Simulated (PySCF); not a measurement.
**FH2LiS, a complex of two parts: interaction energy**

One table from this session's results is given with a row withheld; the runs are named, their logs left out.

Programs: PySCF 2.14.0. All values are calculated, for the isolated system unless a continuum is named. Atoms count from 0, parts from 1.

### The system as given

5 atoms, charge 0, multiplicity 1; geometry: GFN2-xTB. Parts: 1 = atoms 0–1, `[Li][F]`, charge 0; 2 = atoms 2–4, `S`, charge 0.

Set-up of the first run:

The job: settings as JSON, then the geometry in Å.

```
{"job": {"xc": "PBE0", "basis": "def2-TZVPD", "d3": "d3bj", "grid": 3, "kind": "geom", "shake": 0.01}, "charge": 0, "multiplicity": 1, "parts": [{"atoms": "0-1", "charge": 0, "multiplicity": 1}, {"atoms": "2-4", "charge": 0, "multiplicity": 1}]}
Li     0.080035     0.213194     0.970462
F      0.078887    -0.430999    -0.412326
S      0.134299     1.337145     3.198355
H      0.944125     2.406899     2.976046
H      1.141465     0.687914     3.798544
```

Started as:

```
OMP_NUM_THREADS=1 python cluster_run.py task.json out
```

This one command runs all jobs of the session in turn.

Steps of the session up to this table: Optimising the geometry at PBE0-D3(BJ)/def2-TZVPD; Coupled-cluster interaction energy: CCSD(T) and MP2, 2.53 Å; Coupled-cluster interaction energy: CCSD(T) and MP2, 2.65 Å; Coupled-cluster interaction energy: CCSD(T) and MP2, 2.78 Å; Coupled-cluster interaction energy: CCSD(T) and MP2, 2.40 Å; Coupled-cluster interaction energy: CCSD(T) and MP2, 3.16 Å; Coupled-cluster interaction energy: CCSD(T) and MP2, 2.27 Å; Coupled-cluster interaction energy: CCSD(T) and MP2, 3.79 Å; Coupled-cluster interaction energy: CCSD(T) and MP2, 5.06 Å.

One table of the session follows, with a row left open; its other results are not shown here.

It belongs to the step «Coupled-cluster interaction energy: CCSD(T) and MP2, 5.06 Å». 

| method | interaction energy (kcal/mol) |
| --- | --- |
| HF/aug-cc-pVDZ | -1.42 |
| MP2/aug-cc-pVDZ | -1.38 |
| CCSD/aug-cc-pVDZ | -1.35 |
| CCSD(T)/aug-cc-pVDZ | -1.35 |
| HF/aug-cc-pVQZ | ? |
| MP2/aug-cc-pVQZ | -1.29 |
| SCS-MP2/aug-cc-pVQZ | -1.28 |
| MP2, extrapolated | -1.29 |
| CCSD(T), limit estimate | -1.26 |

Estimate the missing values for HF/aug-cc-pVQZ.

**Answer.** interaction energy (kcal/mol): -1.33. In the column «interaction energy (kcal/mol)» it lies between CCSD(T)/aug-cc-pVDZ (-1.35) and MP2/aug-cc-pVQZ (-1.29).
